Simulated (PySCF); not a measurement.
Basis and Hamiltonian dependence of the ionisation energy of Ne

Ne [Ne] (1S) → Ne⁺ [He] 2s2 2p5 (2P). Calculated with PySCF 2.14 from differences of total energies of unrestricted determinants, without spin-orbit coupling. Values in eV.

| basis | Hamiltonian | functions | UHF | LDA | PBE0 | MP2 (valence) | CCSD(T) (valence) | CCSD(T) (valence and next inner shell) |
| --- | --- | --- | --- | --- | --- | --- | --- | --- |
| Sapporo-DZP-2012 | spin-free X2C | 18 | 19.634 | n/a | n/a | 21.176 | 20.955 | n/a |
| aug-cc-pVDZ-DK | spin-free X2C | 23 | 19.829 | 22.251 | 21.550 | 21.593 | 21.403 | n/a |
| ANO-RCC-VTZP | spin-free X2C | 30 | 19.656 | 22.184 | 21.424 | 21.592 | 21.382 | 21.391 |
| cc-pVTZ | non-relativistic | 30 | 19.673 | 22.089 | n/a | 21.510 | 21.299 | n/a |
| x2c-TZVPPall with one added diffuse shell each of s, p, d type | spin-free X2C | 40 | 19.654 | 22.166 | 21.435 | 21.571 | 21.363 | 21.371 |
| aug-cc-pVTZ-DK | spin-free X2C | 46 | 19.673 | 22.195 | 21.455 | 21.647 | 21.442 | n/a |
| x2c-QZVPPall | spin-free X2C | 57 | 19.641 | 22.160 | 21.422 | 21.663 | 21.458 | 21.469 |
| aug-cc-pCVTZ-DK | spin-free X2C | 59 | 19.670 | 22.197 | 21.455 | 21.651 | 21.446 | 21.461 |
| dyall-av3z | spin-free X2C | 71 | 19.642 | 22.172 | 21.433 | 21.625 | 21.421 | n/a |
| dyall-av3z | non-relativistic | 71 | 19.662 | 22.189 | 21.451 | 21.642 | 21.439 | n/a |
| aug-cc-pCVTZ-DK with one added diffuse shell each of s, p, d, f type | spin-free X2C | 75 | 19.665 | 22.194 | 21.452 | 21.652 | 21.446 | 21.461 |
| dyall-acv3z | non-relativistic | 76 | 19.661 | 22.189 | 21.450 | 21.642 | 21.439 | 21.452 |
| aug-pcseg-3 | non-relativistic | 85 | 19.673 | n/a | n/a | 21.717 | 21.516 | n/a |
| aug-cc-pwCVQZ | non-relativistic | 109 | 19.661 | 22.191 | 21.452 | 21.740 | n/a | n/a |

Frozen in the all-electron rows: valence: 1s2; valence and next inner shell: nothing.

Reference for a calculation without spin-orbit coupling: 21.597 eV (measured, between term centres; NIST).
